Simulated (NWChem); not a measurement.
propane (C3H8); SMILES CCC

```xyz
11

C     -1.2711     0.0000     0.2571
C      0.0000     0.0000    -0.5789
C      1.2711     0.0000     0.2571
H     -2.1740     0.0000    -0.3728
H     -1.3212    -0.8875     0.9090
H     -1.3212     0.8875     0.9090
H      0.0000     0.8792    -1.2466
H      0.0000    -0.8792    -1.2466
H      2.1740     0.0000    -0.3728
H      1.3212     0.8875     0.9090
H      1.3212    -0.8875     0.9090
```
Atoms are numbered in this order, from 1.

Level: PBE0/def2-SVP (NWChem), optimised geometry, unscaled harmonic frequencies. 

| frequency (cm⁻¹) | IR intensity (km/mol) |
|---|---|
| 231 | 0.0 |
| 282 | 0.0 |
| 368 | 0.2 |
| 750 | 5.1 |
| 899 | 1.3 |
| 904 | 0.0 |
| 927 | 2.7 |
| 1093 | 0.2 |
| 1172 | 1.7 |
| 1198 | 0.6 |
| 1305 | 0.0 |
| 1350 | 1.3 |
| 1401 | 8.5 |
| 1402 | 2.6 |
| 1460 | 0.0 |
| 1463 | 0.0 |
| 1471 | 1.7 |
| 1478 | 14.7 |
| 1485 | 5.7 |
| 3046 | 30.1 |
| 3049 | 20.0 |
| 3052 | 24.7 |
| 3093 | 6.0 |
| 3134 | 0.0 |
| 3141 | 64.9 |
| 3146 | 17.8 |
| 3147 | 32.2 |

```
Property                                                                            Value
-----------------------------------------------------------------------  ----------------
zero-point energy                                                           64.9 kcal/mol
thermal correction to the enthalpy at 298.15 K (with zero-point energy)     68.4 kcal/mol
heat capacity Cv                                                         14.8 cal/(mol K)
entropy at 298.15 K and 1 atm (symmetry number 2)                        64.0 cal/(mol K)
dipole moment                                                                      0.05 D
```

Rigid rotor and harmonic oscillator.
